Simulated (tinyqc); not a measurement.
Worked calculation: Pariser-Parr-Pople SCF with singles CI, for the molecule C=CC=C[CH2-] (SMILES; centres numbered as the heavy atoms are written). Computed by tinyqc, a small Python program that keeps every step. Settings: charge = -1, gamma = MN, start = huckel, damping = 0.5, iteration cap = 86, excitations kept = 9. Command: `OMP_NUM_THREADS=1 python tinyqc.py 21192 21193 out.jsonl` (the two numbers bound the seeds that draw the settings). One thread of a shared host (Intel(R) Xeon(R) Processor @ 2.60GHz), about 0.01 s of CPU time with the checks. Later iterations appear only in the table of the cycle.

## PPP integrals

Centres (angstrom, eV; a flat drawing with bonds scaled to 1.40 angstrom):
```
centre         x         y  core charge z         W  gamma_rr
1C      -2.42500  -0.28000              1  11.16000  11.13000
2C      -1.21200   0.42000              1  11.16000  11.13000
3C       0.00000  -0.28000              1  11.16000  11.13000
4C       1.21200   0.42000              1  11.16000  11.13000
5C       2.42500  -0.28000              1  11.16000  11.13000
```

Resonance integrals (eV):
```
i  j      beta
1  2  -2.39000
2  3  -2.39000
3  4  -2.39000
4  5  -2.39000
```

Mataga-Nishimoto: gamma = 14.399645/(R + a), a = 2 x 14.399645/(gamma_rr + gamma_ss); H_rr = -W_r - sum_(s != r) z_s gamma_rs; H_rs = beta for bonds.

repulsion gamma_rs (eV):
```
          1C        2C        3C        4C        5C
1C  11.13000   5.34457   3.87215   2.88136   2.34378
2C   5.34457  11.13000   5.34629   3.87320   2.88136
3C   3.87215   5.34629  11.13000   5.34629   3.87215
4C   2.88136   3.87320   5.34629  11.13000   5.34457
5C   2.34378   2.88136   3.87215   5.34457  11.13000
```

core matrix H (eV):
```
           1C         2C         3C         4C         5C
1C  -25.60186   -2.39000    0.00000    0.00000    0.00000
2C   -2.39000  -28.60541   -2.39000    0.00000    0.00000
3C    0.00000   -2.39000  -29.59688   -2.39000    0.00000
4C    0.00000    0.00000   -2.39000  -28.60541   -2.39000
5C    0.00000    0.00000    0.00000   -2.39000  -25.60186
```

## Starting guess

pi electrons, sum of z_r less the charge = 6

Orbitals of the Hueckel matrix of the beta values.

P at the start:
```
          1C        2C        3C        4C        5C
1C   1.33333   0.78868  -0.33333  -0.21132   0.33333
2C   0.78868   1.00000   0.57735   0.00000  -0.21132
3C  -0.33333   0.57735   1.33333   0.57735  -0.33333
4C  -0.21132   0.00000   0.57735   1.00000   0.78868
5C   0.33333  -0.21132  -0.33333   0.78868   1.33333
```

## Iteration 1: Fock matrix

F_rr = H_rr + P_rr gamma_rr / 2 + sum_(s != r) P_ss gamma_rs; F_rs = H_rs - P_rs gamma_rs / 2; E = tr P (H + F) / 2 + core repulsion sum_(r<s) z_r z_s gamma_rs.

F (eV):
```
          1C        2C        3C        4C        5C
1C  -1.66802  -4.49756   0.64536   0.30445  -0.39063
2C  -4.49756  -1.07093  -3.93334   0.00000   0.30445
3C   0.64536  -3.93334  -1.15856  -3.93334   0.64536
4C   0.30445   0.00000  -3.93334  -1.07093  -4.49756
5C  -0.39063   0.30445   0.64536  -4.49756  -1.66802
```

pi energy = -64.28889 eV

## Iteration 1: orbitals and new P

Diagonalise F (the basis is taken as orthonormal) and form P = 2 sum c c over the lowest orbitals; 0.5 of the old P is kept.

orbital energies (eV): -7.81198  -5.97729  -2.60881  3.62897  6.13264

P after iteration 1:
```
          1C        2C        3C        4C        5C
1C   1.33352   0.79051  -0.34011  -0.20937   0.32277
2C   0.79051   1.00306   0.57519   0.01381  -0.20937
3C  -0.34011   0.57519   1.32683   0.57519  -0.34011
4C  -0.20937   0.01381   0.57519   1.00306   0.79051
5C   0.32277  -0.20937  -0.34011   0.79051   1.33352
```

## Iteration 2: Fock matrix

As before.

F (eV):
```
          1C        2C        3C        4C        5C
1C  -1.66652  -4.50247   0.65848   0.30164  -0.37826
2C  -4.50247  -1.07523  -3.92757  -0.02674   0.30164
3C   0.65848  -3.92757  -1.16054  -3.92757   0.65848
4C   0.30164  -0.02674  -3.92757  -1.07523  -4.50247
5C  -0.37826   0.30164   0.65848  -4.50247  -1.66652
```

pi energy = -64.29518 eV

## Iteration 2: orbitals and new P

As before.

orbital energies (eV): -7.81570  -5.97398  -2.61809  3.63723  6.12651

P after iteration 2:
```
          1C        2C        3C        4C        5C
1C   1.33350   0.79193  -0.34442  -0.20786   0.31565
2C   0.79193   1.00465   0.57352   0.02250  -0.20786
3C  -0.34442   0.57352   1.32369   0.57352  -0.34442
4C  -0.20786   0.02250   0.57352   1.00465   0.79193
5C   0.31565  -0.20786  -0.34442   0.79193   1.33350
```

## Iteration 3: Fock matrix

As before.

F (eV):
```
          1C        2C        3C        4C        5C
1C  -1.66575  -4.50626   0.66683   0.29945  -0.36991
2C  -4.50626  -1.07718  -3.92310  -0.04358   0.29945
3C   0.66683  -3.92310  -1.16117  -3.92310   0.66683
4C   0.29945  -0.04358  -3.92310  -1.07718  -4.50626
5C  -0.36991   0.29945   0.66683  -4.50626  -1.66575
```

pi energy = -64.29911 eV

## Iteration 3: orbitals and new P

As before.

orbital energies (eV): -7.81718  -5.97223  -2.62355  3.64278  6.12314

P after iteration 3:
```
          1C        2C        3C        4C        5C
1C   1.33341   0.79299  -0.34718  -0.20672   0.31085
2C   0.79299   1.00545   0.57227   0.02801  -0.20672
3C  -0.34718   0.57227   1.32228   0.57227  -0.34718
4C  -0.20672   0.02801   0.57227   1.00545   0.79299
5C   0.31085  -0.20672  -0.34718   0.79299   1.33341
```

## Convergence

Stop when output and input P, before any damping, agree to 1e-7.

Course of the cycle:
```
iteration       E (eV)  largest |P(out) - P(in)|
1          -64.2888928                  2.76e-02
2          -64.2951789                  1.74e-02
3          -64.2991136                  1.10e-02
4          -64.3014188                  7.02e-03
5          -64.3027172                  4.50e-03
6          -64.3034297                  2.93e-03
7          -64.3038137                  1.97e-03
8          -64.3040178                  1.32e-03
9          -64.3041253                  8.87e-04
10         -64.3041814                  5.94e-04
11         -64.3042105                  3.98e-04
...                ...                       ...
22         -64.3042413                  4.78e-06
23         -64.3042413                  3.20e-06
24         -64.3042413                  2.14e-06
25         -64.3042413                  1.43e-06
26         -64.3042413                  9.53e-07
27         -64.3042413                  6.37e-07
28         -64.3042413                  4.26e-07
29         -64.3042413                  2.84e-07
30         -64.3042413                  1.90e-07
31         -64.3042413                  1.27e-07
32         -64.3042413                  8.47e-08
```

Converged in 32 iterations.

## Converged orbitals

Charges are z - P_rr.

orbital energies (eV): -7.81640  -5.97049  -2.63152  3.65386  6.11879

coefficients:
```
        MO1       MO2       MO3       MO4       MO5
1C  0.30861   0.50795  -0.55970  -0.49192   0.30248
2C  0.51055   0.49192   0.01728   0.50795  -0.48892
3C  0.53685   0.00000   0.61063   0.00000   0.58217
4C  0.51055  -0.49192   0.01728  -0.50795  -0.48892
5C  0.30861  -0.50795  -0.55970   0.49192   0.30248
```

pi charges: 1C -0.33303, 2C -0.00589, 3C -0.32215, 4C -0.00589, 5C -0.33303

## Singles CI, singlets

Over the 6 single excitations with the smallest orbital gaps: A = (e_a - e_i) delta + 2 (ia|jb) - (ij|ab), with (pq|rs) = sum c_mp c_mq gamma_mn c_nr c_ns. f = 2/3 w |mu|^2 in atomic units, mu = sqrt2 sum c_ia sum_m c_mi c_ma R_m.

singlet CI matrix (eV):
```
          3>4       3>5       2>4       1>4       2>5       1>5
3>4   3.89597   0.00000   0.00000  -0.47513  -0.26805   0.00000
3>5   0.00000   5.75968   0.30022   0.00000   0.00000  -0.00387
2>4   0.00000   0.30022   7.01299   0.00000   0.00000  -0.02898
1>4  -0.47513   0.00000   0.00000   8.04033  -0.18690   0.00000
2>5  -0.26805   0.00000   0.00000  -0.18690   8.56485   0.00000
1>5   0.00000  -0.00387  -0.02898   0.00000   0.00000  10.25812
```

singlet excitation energies (eV): 3.82475  5.69148  7.08092  8.04892  8.62748  10.25839

oscillator strengths: 1.20657  0.00786  0.13929  0.07414  0.03446  0.22317

## Singles CI, triplets

Over the 6 single excitations with the smallest orbital gaps: A = (e_a - e_i) delta - (ij|ab), with (pq|rs) = sum c_mp c_mq gamma_mn c_nr c_ns.

triplet CI matrix (eV):
```
          3>4       3>5       2>4      1>4       2>5       1>5
3>4   1.18188   0.00000   0.00000  0.23743  -1.05432   0.00000
3>5   0.00000   3.29623  -1.05432  0.00000   0.00000  -0.85676
2>4   0.00000  -1.05432   4.00979  0.00000   0.00000   1.69102
1>4   0.23743   0.00000   0.00000  6.05400   1.69102   0.00000
2>5  -1.05432   0.00000   0.00000  1.69102   6.78428   0.00000
1>5   0.00000  -0.85676   1.69102  0.00000   0.00000   7.84118
```

triplet excitation energies (eV): 0.92872  2.51769  3.89122  4.87633  8.21511  8.73828
